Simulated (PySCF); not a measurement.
OS, charge +1, quartet, at a GFN2-xTB geometry of the parent state (a state made from the parent by changing its charge; the spin is typed, not shown lowest); PBE0/def2-SVP run with PySCF.

The PySCF input:
```python
from pyscf import gto, scf, dft

mol = gto.M(
    atom='''
O    -0.000000   -0.000000   -0.978003
S     0.000000    0.000000    0.489001
''',
    basis='def2-svp',
    charge=1,
    spin=3,
    verbose=5,
)

mf = dft.UKS(mol)
mf.xc = 'pbe0'
mf.kernel()
```

It wrote (shortened):

```
PySCF version 2.14.0

[INPUT] verbose = 5
[INPUT] max_memory = 4000
[INPUT] num. atoms = 2
[INPUT] num. electrons = 23
[INPUT] charge = 1
[INPUT] spin (= nelec alpha-beta = 2S) = 3
[INPUT] symmetry False subgroup None
[INPUT] Mole.unit = angstrom
[INPUT] Symbol           X                Y                Z      unit          X                Y                Z       unit  Magmom
[...]
[INPUT] ---------------- BASIS SET ----------------
[INPUT] l, kappa, [nprim/nctr], expnt,             c_1 c_2 ...
[INPUT] O
[...]
                                340.87010191      -0.03989003923
                                77.363135167      -0.17853911985
                                21.47964494       -0.46427684959
                                6.6589433124      -0.44309745172
[...]
                                3.863550544       0.23094120765
                                1.0480920883      0.51375311064
[...]
[INPUT] S
[...]
                                1381.5105503      -0.016683029937
                                313.8714758       -0.075262436116
                                88.053870623      -0.19376827038
                                27.039914905      -0.17718020803
[...]
                                4.9664522326      0.65066293018
                                2.0116242047      0.59712155354
[...]
                                61.306894736      -0.066547669241
                                19.103729887      -0.24828595903
                                6.6567720378      -0.48703847402
                                2.3959635161      -0.39337850312
[...]
nuclear repulsion = 46.172118820235
number of shells = 14
number of NR pGTOs = 60
number of NR cGTOs = 32
basis = def2-svp
ecp = {}

******** <class 'pyscf.dft.uks.UKS'> ********
method = UKS
initial guess = minao
damping factor = 0
level_shift factor = 0
DIIS = <class 'pyscf.scf.diis.CDIIS'>
diis_start_cycle = 1
diis_space = 8
diis_damp = 0
SCF conv_tol = 1e-09
SCF conv_tol_grad = None
SCF max_cycles = 50
direct_scf = True
direct_scf_tol = 1e-13
number electrons alpha = 13  beta = 10
XC library pyscf.dft.libxc version 7.1.2
    S. Lehtola, C. Steigemann, M. J. T. Oliveira, and M. A. L. Marques,  SoftwareX 7, 1–5 (2018)
XC functionals = pbe0
    C. Adamo and V. Barone,  J. Chem. Phys. 110, 6158 (1999)
    M. Ernzerhof and G. E. Scuseria,  J. Chem. Phys. 110, 5029 (1999)
radial grids:
    Treutler-Ahlrichs [JCP 102, 346 (1995); DOI:10.1063/1.469408] (M4) radial grids

becke partition: Becke, JCP 88, 2547 (1988); DOI:10.1063/1.454033
pruning grids: <function nwchem_prune>
grids dens level: 3
symmetrized grids: False
atomic radii adjust function: <function treutler_atomic_radii_adjust>
small_rho_cutoff = 0
Set gradient conv threshold to 3.16228e-05
atom O rad-grids = 75, ang-grids = [ 50  50  50  50  50  50  50  50  50  50  50  50  50  50  50  50  50  50
  50  50  50  50  50  86  86  86  86  86  86  86  86  86 266 266 266 266
 266 266 266 302 302 302 302 302 302 302 302 302 302 302 302 302 302 302
 302 302 302 302 302 266 266 266 266 266 266 266 266 266 266 266 266 266
 266 266 266]
atom S rad-grids = 80, ang-grids = [ 50  50  50  50  50  50  50  50  50  50  50  50  50  50  50  50  50  50
  50  50  50  50  50  50  86  86  86  86  86  86  86  86  86  86  86  86
  86 350 350 350 350 350 350 350 350 350 434 434 434 434 434 434 434 434
 434 434 434 434 434 434 434 434 434 434 350 350 350 350 350 350 350 350
 350 350 350 350 350 350 350 350]
tot_boxes 891, boxes in each direction [7 7 9]
Padding 6 grids
tot grids = 32968
nelec by numeric integration = [11.98440984 11.98440984]
E1 = -743.8726322961845  E2 = 224.55360911045017  Ecoul = 258.4384110910521  Exc = -33.88480198060192
init E= -473.146904365499
cond(S) = 117.92909537583611

  alpha mo_energy =
[-8.90418684e+01 -1.94300024e+01 -8.06823469e+00 -6.00520000e+00
 -6.00030797e+00 -6.00030797e+00 -1.21861003e+00 -6.95009553e-01
 -4.92571703e-01 -4.92571703e-01 -4.84440202e-01 -2.17913008e-01
 -2.17913008e-01  1.60390543e-02  3.20122587e-01  6.16333609e-01
  6.16333609e-01  6.26629323e-01  6.26629647e-01  6.61929608e-01
  6.97590859e-01  6.97590859e-01  7.69122514e-01  9.36932863e-01
  9.36932863e-01  1.10715548e+00  1.14971355e+00  2.48563681e+00
  2.48563798e+00  2.63700628e+00  2.63700628e+00  3.17794712e+00]
  beta  mo_energy =
[-8.90418684e+01 -1.94300024e+01 -8.06823469e+00 -6.00520000e+00
 -6.00030797e+00 -6.00030797e+00 -1.21861003e+00 -6.95009553e-01
 -4.92571703e-01 -4.92571703e-01 -4.84440202e-01 -2.17913008e-01
 -2.17913008e-01  1.60390543e-02  3.20122587e-01  6.16333609e-01
  6.16333609e-01  6.26629323e-01  6.26629647e-01  6.61929608e-01
  6.97590859e-01  6.97590859e-01  7.69122514e-01  9.36932863e-01
  9.36932863e-01  1.10715548e+00  1.14971355e+00  2.48563681e+00
  2.48563798e+00  2.63700628e+00  2.63700628e+00  3.17794712e+00]
multiplicity <S^2> = 3.75  2S+1 = 4
nelec by numeric integration = [12.99999936  9.99999945]
E1 = -732.6424694470369  E2 = 214.15853453489873  Ecoul = 247.72233855536447  Exc = -33.56380402046574
cycle= 1 E= -472.311816091903  delta_E= 0.835  |g|= 0.391  |ddm|= 1.49

  alpha mo_energy =
[-8.98232771e+01 -1.94841345e+01 -8.75629494e+00 -6.70679149e+00
 -6.70005875e+00 -6.70005875e+00 -1.48920630e+00 -1.15660225e+00
 -8.59891759e-01 -8.59891759e-01 -8.26996095e-01 -6.21583523e-01
 -6.21583523e-01 -3.72556715e-01 -5.33428986e-02  1.00020169e-01
  1.00020929e-01  1.51408822e-01  1.51408822e-01  2.45847385e-01
  2.59792242e-01  2.59792242e-01  5.03860170e-01  7.35040546e-01
  7.35040546e-01  7.73736059e-01  9.07054881e-01  2.30971854e+00
  2.30972012e+00  2.41363421e+00  2.41363421e+00  2.93340321e+00]
  beta  mo_energy =
[-8.98109910e+01 -1.94590582e+01 -8.74257519e+00 -6.69199080e+00
 -6.67958818e+00 -6.67958818e+00 -1.42091428e+00 -9.95580329e-01
 -7.49132844e-01 -7.49132844e-01 -6.59012635e-01 -4.69297541e-01
 -4.69297541e-01 -2.74326376e-01 -2.87299406e-04  2.13953661e-01
[...]
  7.04129560e-01  8.39402923e-01  9.01261556e-01  2.25092185e+00
  2.25092300e+00  2.39551667e+00  2.39551667e+00  2.93456272e+00]
multiplicity <S^2> = 3.7596769  2S+1 = 4.0048355
nelec by numeric integration = [12.99999933  9.99999944]
E1 = -734.9120908221585  E2 = 216.33711877281164  Ecoul = 249.99899178737866  Exc = -33.66187301456702
cycle= 8 E= -472.402853229112  delta_E= -7.97e-07  |g|= 0.000186  |ddm|= 0.00227

  alpha mo_energy =
[-8.95003468e+01 -1.96964430e+01 -8.49345368e+00 -6.44066843e+00
 -6.43159633e+00 -6.43159633e+00 -1.51354390e+00 -1.09204161e+00
 -8.93774918e-01 -8.44521295e-01 -8.44521295e-01 -6.29514594e-01
 -6.29514594e-01 -3.07222496e-01  1.70066901e-02  2.28707144e-01
  2.28707550e-01  2.42648236e-01  2.42648236e-01  3.21503579e-01
  3.50653326e-01  3.50653326e-01  4.73735620e-01  6.55693432e-01
  6.55693432e-01  7.53393992e-01  8.66320696e-01  2.18612686e+00
  2.18612853e+00  2.30381114e+00  2.30381114e+00  2.83851407e+00]
  beta  mo_energy =
[-8.94879524e+01 -1.96570379e+01 -8.48091119e+00 -6.42597432e+00
 -6.41057693e+00 -6.41057693e+00 -1.43650744e+00 -9.38611318e-01
 -7.57701977e-01 -7.57701977e-01 -6.57144627e-01 -4.39293588e-01
 -4.39293588e-01 -2.30200361e-01  5.94301288e-02  3.12720911e-01
  3.12720911e-01  3.28453009e-01  3.28453175e-01  3.76521873e-01
  4.19374356e-01  4.19374356e-01  5.41937594e-01  7.04087030e-01
  7.04087030e-01  8.39397214e-01  9.01236297e-01  2.25086470e+00
  2.25086585e+00  2.39547463e+00  2.39547463e+00  2.93453783e+00]
multiplicity <S^2> = 3.7596547  2S+1 = 4.0048245
nelec by numeric integration = [12.99999933  9.99999944]
E1 = -734.912363003123  E2 = 216.33739089472738  Ecoul = 249.99932828836126  Exc = -33.66193739363386
cycle= 9 E= -472.402853288161  delta_E= -5.9e-08  |g|= 7.77e-05  |ddm|= 0.00063

  alpha mo_energy =
[-8.95003505e+01 -1.96964154e+01 -8.49346216e+00 -6.44067620e+00
 -6.43160533e+00 -6.43160533e+00 -1.51352848e+00 -1.09203857e+00
 -8.93764203e-01 -8.44504073e-01 -8.44504073e-01 -6.29514853e-01
 -6.29514853e-01 -3.07224027e-01  1.70022503e-02  2.28692522e-01
  2.28692928e-01  2.42639660e-01  2.42639660e-01  3.21499277e-01
  3.50646290e-01  3.50646290e-01  4.73748874e-01  6.55710940e-01
  6.55710940e-01  7.53397709e-01  8.66332470e-01  2.18615822e+00
  2.18615989e+00  2.30383478e+00  2.30383478e+00  2.83853370e+00]
  beta  mo_energy =
[-8.94879535e+01 -1.96570186e+01 -8.48091655e+00 -6.42597879e+00
 -6.41058143e+00 -6.41058143e+00 -1.43649801e+00 -9.38604989e-01
 -7.57695267e-01 -7.57695267e-01 -6.57135739e-01 -4.39292390e-01
 -4.39292390e-01 -2.30201434e-01  5.94294471e-02  3.12722247e-01
  3.12722247e-01  3.28454498e-01  3.28454663e-01  3.76519930e-01
  4.19373205e-01  4.19373205e-01  5.41950252e-01  7.04095473e-01
  7.04095473e-01  8.39402789e-01  9.01243182e-01  2.25087916e+00
  2.25088031e+00  2.39548928e+00  2.39548928e+00  2.93455363e+00]
multiplicity <S^2> = 3.7596508  2S+1 = 4.0048225
nelec by numeric integration = [12.99999933  9.99999944]
E1 = -734.9123955580174  E2 = 216.33742344603408  Ecoul = 249.99934857822763  Exc = -33.661925132193545
cycle= 10 E= -472.402853291748  delta_E= -3.59e-09  |g|= 1.19e-05  |ddm|= 0.000101

  alpha mo_energy =
[-8.95003518e+01 -1.96964107e+01 -8.49346380e+00 -6.44067746e+00
 -6.43160714e+00 -6.43160714e+00 -1.51352486e+00 -1.09203904e+00
 -8.93763530e-01 -8.44501058e-01 -8.44501058e-01 -6.29514493e-01
 -6.29514493e-01 -3.07223467e-01  1.70015892e-02  2.28690385e-01
  2.28690791e-01  2.42638693e-01  2.42638693e-01  3.21499153e-01
  3.50645668e-01  3.50645668e-01  4.73749381e-01  6.55713529e-01
  6.55713529e-01  7.53398309e-01  8.66334544e-01  2.18616319e+00
  2.18616486e+00  2.30383753e+00  2.30383753e+00  2.83853562e+00]
  beta  mo_energy =
[-8.94879547e+01 -1.96570153e+01 -8.48091819e+00 -6.42598009e+00
 -6.41058302e+00 -6.41058302e+00 -1.43649671e+00 -9.38604920e-01
 -7.57695732e-01 -7.57695732e-01 -6.57133908e-01 -4.39292535e-01
 -4.39292535e-01 -2.30201076e-01  5.94293856e-02  3.12722201e-01
  3.12722201e-01  3.28453781e-01  3.28453946e-01  3.76520061e-01
  4.19372722e-01  4.19372722e-01  5.41951153e-01  7.04096041e-01
  7.04096041e-01  8.39403666e-01  9.01244602e-01  2.25088045e+00
  2.25088160e+00  2.39549088e+00  2.39549088e+00  2.93455577e+00]
multiplicity <S^2> = 3.7596499  2S+1 = 4.0048221
nelec by numeric integration = [12.99999933  9.99999944]
E1 = -734.9123922876998  E2 = 216.3374201756231  Ecoul = 249.9993426609802  Exc = -33.66192248535711
cycle= 11 E= -472.402853291842  delta_E= -9.35e-11  |g|= 8.74e-07  |ddm|= 2.03e-05

  alpha mo_energy =
[-8.95003519e+01 -1.96964100e+01 -8.49346368e+00 -6.44067735e+00
 -6.43160704e+00 -6.43160704e+00 -1.51352447e+00 -1.09203889e+00
 -8.93763402e-01 -8.44500742e-01 -8.44500742e-01 -6.29514275e-01
 -6.29514275e-01 -3.07223299e-01  1.70016533e-02  2.28690545e-01
  2.28690951e-01  2.42638862e-01  2.42638862e-01  3.21499243e-01
  3.50645762e-01  3.50645762e-01  4.73749501e-01  6.55713708e-01
  6.55713708e-01  7.53398487e-01  8.66334672e-01  2.18616349e+00
  2.18616515e+00  2.30383778e+00  2.30383778e+00  2.83853587e+00]
  beta  mo_energy =
[-8.94879548e+01 -1.96570148e+01 -8.48091809e+00 -6.42597998e+00
 -6.41058293e+00 -6.41058293e+00 -1.43649668e+00 -9.38604722e-01
 -7.57695697e-01 -7.57695697e-01 -6.57133554e-01 -4.39292445e-01
 -4.39292445e-01 -2.30200875e-01  5.94294924e-02  3.12722343e-01
  3.12722343e-01  3.28453859e-01  3.28454024e-01  3.76520288e-01
  4.19372865e-01  4.19372865e-01  5.41951311e-01  7.04096136e-01
  7.04096136e-01  8.39403905e-01  9.01244752e-01  2.25088054e+00
  2.25088169e+00  2.39549106e+00  2.39549106e+00  2.93455598e+00]
multiplicity <S^2> = 3.7596499  2S+1 = 4.0048221
nelec by numeric integration = [12.99999933  9.99999944]
E1 = -734.9123896485193  E2 = 216.3374175364413  Ecoul = 249.99933971368458  Exc = -33.66192217724326
Extra cycle  E= -472.402853291843  delta_E= -1.25e-12  |g|= 3.36e-07  |ddm|= 1.49e-06
converged SCF energy = -472.402853291843  <S^2> = 3.7596499  2S+1 = 4.0048221
```
